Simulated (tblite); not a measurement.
Here is a computed GFN2-xTB geometry (Å):
```
atom  x, y, z in Å
O1    -1.637   -0.089    1.482
C2    -1.672   -0.382    0.219
C3    -0.716    0.557   -0.685
C4     0.627    0.162   -0.344
C5     1.670   -0.631   -0.457
C6     1.682    0.305    0.708
H7    -2.665   -0.138   -0.220
H8    -1.438   -1.440   -0.028
H9    -0.953    0.371   -1.732
H10   -0.924    1.588   -0.405
H11    2.204   -1.398   -0.961
H12    1.498   -0.087    1.703
H13    2.319    1.183    0.703
```

Doublet state.

(1) Which heavy atoms are bonded, and with what formal order?

(2) Write the SMILES.

(3) Name the point group.

(4) Which rings does it hold?

(5) Describe the place of each heavy atom.

(6) What is the arrangement about C6?

(7) What is the arrangement about C4?

Answers

(1) O1–C2 1.30 Å (single); C2–C3 1.62 Å (single); C3–C4 1.44 Å (single); C4–C5 1.31 Å (double); C5–C6 1.49 Å (single); C4–C6 1.50 Å (single). Bonds to hydrogen (Å): C2–H7 1.11; C2–H8 1.11; C3–H9 1.09; C3–H10 1.09; C5–H11 1.06; C6–H12 1.09; C6–H13 1.09.

(2) `[O]CCC1=CC1`, C5H7O.

(3) C1 (no symmetry element, even within 0.4 Å).

(4) C4–C5–C6 (3 members).

(5) O1: oxygen bonded to C; C2: carbon bonded to C, O and 2 H; C3: carbon bonded to 2 C and 2 H; C4: carbon bonded to 3 C; C5: carbon bonded to 2 C and H; C6: carbon bonded to 2 C and 2 H.

(6) It has 4 neighbours (C5, C4, H12, H13) and has angles from 52.1° to 120.6°.

(7) It has 3 neighbours (C3, C5, C6) and has angles 152.1°, 142.8° and 63.9°, sum 358.8°, 0.07 Å off the plane of its three neighbours.
